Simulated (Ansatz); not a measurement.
# AlH3Cl (doublet): wave-function methods side by side at distance Al1–H4 along a hydrogen transfer = 1.822 Å, cc-pVDZ

The task here is to estimate one member of a computed series from the others.

The runs use Ansatz 0.2.0, Gaussian basis; cc-pVDZ, core rule «outside noble gas», up to 10 orbitals frozen.

Plan: UHF; CCSD(T) on ROHF; CCSD(T) on UHF; BCCD(T) on ROHF; CISD; CCSDT(Q) on ROHF; CCSDT(Q) on UHF; CASSCF and MRCISD+Q, 3 electrons in 3 orbitals; CASSCF and NEVPT2, 3 electrons in 3 orbitals.

13 further runs of the same task are left out: 9 for a known fault of the program, 1 for a mislabelled method, 1 that didn't finish, 2 set aside as unsound or not needed.

## What is computed

The geometry derives from fragments relaxed apart (PBE0/def2-TZVP) and kept rigid, so it is no stationary point. A hydrogen atom is moved between rigid fragments.

5 atoms, charge 0, spin multiplicity 2.

Atoms are counted from 1 here; the program's logs count them from 0.

Bond lengths: Al1–H2 1.586 Å, Al1–H3 1.586 Å, Al1–H4 1.822 Å. Angles: H2–Al1–H3 120.0°, H2–Al1–H4 120.0°, H3–Al1–H4 120.0°.

Set-up of the first run:

The input, in.yaml:

```yaml
crystal:
  periodic: [false, false, false]
  atoms:
    - {symbol: Al, position_ang: [-2.041720, 0.000000, 0.000000]}
    - {symbol: H, position_ang: [-2.834644, 1.373384, 0.000000]}
    - {symbol: H, position_ang: [-2.834644, -1.373384, 0.000000]}
    - {symbol: H, position_ang: [-0.219720, 0.000000, 0.000000]}
    - {symbol: Cl, position_ang: [1.721280, 0.000000, 0.000000]}
basis:
  gaussian: {orbitals: cc-pVDZ}
magnetization: {spin_polarized: true, initial_magnetization: 1}
hamiltonian: {xc: hf}
output: {orbitals: {seedname: orbitals}}
```

Started as:

```bash
> ansatz run in.yaml --threads 1 --pin off --events-out ev --progress --plain --max-ram 2393MiB
```

Among the steps run: UHF; CCSD(T) on ROHF; CCSD(T) on UHF; BCCD(T) on ROHF; CISD; CCSDT(Q) on ROHF; CCSDT(Q) on UHF; CASSCF and MRCISD+Q, 3 electrons in 3 orbitals; CASSCF and NEVPT2, 3 electrons in 3 orbitals.

One table of the session follows, with a row left open; its other results are not shown here.

| method | from UCCSDT(Q) (meV) |
| --- | --- |
| ROHF | +6771.4 |
| UHF | +6596.6 |
| RMP2 | +1200.8 |
| UMP2 | +1218.9 |
| CISD | +689.2 |
| RCCSD | +129.5 |
| UCCSD | +126.7 |
| RCCSD(T) | +30.1 |
| UCCSD(T) | +30.4 |
| BCCD(T) | +29.9 |
| RCCSDT | +8.0 |
| UCCSDT | +7.7 |
| RCCSDT(Q) | +0.2 |
| UCCSDT(Q) | 0 |
| CASSCF pair | ? |
| NEVPT2 pair | +1140.2 |
| MRCISD pair | +599.2 |
| MRCISD+Q pair | +50.6 |

**Question.** Estimate the row for CASSCF pair.

As computed: from UCCSDT(Q) (meV): +6293.0. In the column «from UCCSDT(Q) (meV)» it lies between UMP2 (+1218.9) and UHF (+6596.6).

To keep in mind: Restricted and unrestricted rows rest on different reference determinants; where their highest levels disagree by more than a few hundredths of an eV, they describe different states and don't form one ladder.
